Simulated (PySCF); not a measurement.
**Orbital picture of NaP⁺**

UHF at R = 3.133 Å; PySCF, no relativity, basis sets Na def2-SVP, P def2-SVP. State: ⁴Σ⁻ (quartet), unpaired electrons σ ↑, π ↑↑. Only the outer orbitals are listed, counted within each symmetry.

```json
{"spin": "α", "orbital": "6σ", "occ.": "1", "ε (eV)": "-48.61", "on Na (%)": "100", "main shells (%)": "100 Na p"}
{"spin": "α", "orbital": "2π", "occ.": "1", "ε (eV)": "-48.61", "on Na (%)": "100", "main shells (%)": "100 Na p"}
{"spin": "α", "orbital": "2π", "occ.": "1", "ε (eV)": "-48.61", "on Na (%)": "100", "main shells (%)": "100 Na p"}
{"spin": "α", "orbital": "7σ", "occ.": "1", "ε (eV)": "-27.33", "on Na (%)": "1", "main shells (%)": "99 P s"}
{"spin": "α", "orbital": "8σ", "occ.": "1", "ε (eV)": "-15.52", "on Na (%)": "6", "main shells (%)": "94 P p"}
{"spin": "α", "orbital": "3π", "occ.": "1", "ε (eV)": "-15.21", "on Na (%)": "1", "main shells (%)": "99 P p"}
{"spin": "α", "orbital": "3π", "occ.": "1", "ε (eV)": "-15.21", "on Na (%)": "1", "main shells (%)": "99 P p"}
{"spin": "α", "orbital": "9σ", "occ.": "0", "ε (eV)": "-4.31", "on Na (%)": "99", "main shells (%)": "93 Na s"}
{"spin": "α", "orbital": "4π", "occ.": "0", "ε (eV)": "-2.39", "on Na (%)": "99", "main shells (%)": "99 Na p"}
{"spin": "α", "orbital": "4π", "occ.": "0", "ε (eV)": "-2.39", "on Na (%)": "99", "main shells (%)": "99 Na p"}
{"spin": "β", "orbital": "2π", "occ.": "1", "ε (eV)": "-48.60", "on Na (%)": "100", "main shells (%)": "100 Na p"}
{"spin": "β", "orbital": "2π", "occ.": "1", "ε (eV)": "-48.60", "on Na (%)": "100", "main shells (%)": "100 Na p"}
{"spin": "β", "orbital": "6σ", "occ.": "1", "ε (eV)": "-48.59", "on Na (%)": "100", "main shells (%)": "100 Na p"}
{"spin": "β", "orbital": "7σ", "occ.": "1", "ε (eV)": "-19.78", "on Na (%)": "2", "main shells (%)": "97 P s"}
{"spin": "β", "orbital": "8σ", "occ.": "0", "ε (eV)": "-4.68", "on Na (%)": "83", "main shells (%)": "83 Na s, 17 P p"}
{"spin": "β", "orbital": "9σ", "occ.": "0", "ε (eV)": "-3.21", "on Na (%)": "55", "main shells (%)": "44 P p, 40 Na p, 14 Na s"}
{"spin": "β", "orbital": "3π", "occ.": "0", "ε (eV)": "-3.19", "on Na (%)": "45", "main shells (%)": "54 P p, 44 Na p"}
```

Question: Which are the highest filled and the lowest empty level, where do they sit, and how wide is the gap?

Answer: Highest filled α 3π at -15.21 eV (in %: 99 P p); lowest empty β 8σ at -4.68 eV (in %: 83 Na s, 17 P p); the gap at UHF is 10.53 eV.

| Property | Result |
| --- | --- |
| bond order (Mayer) | 0.20 |
| ⟨S²⟩ | 3.750 |
| charge on Na (Mulliken, basis-dependent) | 0.89 |
| charge on Na (Löwdin, basis-dependent) | 0.72 |
| dipole moment (positive dipole points towards P; it is taken about the centre of mass and depends on that origin) | -7.14 D |
| polarisability along the bond | 23.0 bohr³ |
| polarisability across the bond | 15.8 bohr³ |

The state was picked by a PBE0 search and need not be the measured ground state.
